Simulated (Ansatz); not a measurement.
Rhombohedral A7 Sb, treated with r²SCAN+SOC (plane waves, PAW; Ansatz, a quantum-chemistry and plane-wave program).

Run with plane-wave cutoff 600 eV, 12×12×12 k mesh, Fermi–Dirac smearing 0.1 eV, finite displacements, PAW data made under PBE.

Computed at the level's own relaxed cell.

Harmonic phonon frequencies (cm⁻¹; i marks an imaginary mode):

| q point | frequencies |
|---|---|
| Γ | ___ |
| T | 51 51 64 151 151 170 |
| L | 68 77 85 141 143 158 |
| F | 49 52 69 115 122 141 |

Task: Some entries are withheld; supply them.

Result: 
- Γ, frequencies: 0 0 0 112 112 156

No imaginary mode appears at these points.

Note: the cell comes from a level without a dispersion term, which matters for the spacing of layers, chains or molecules.
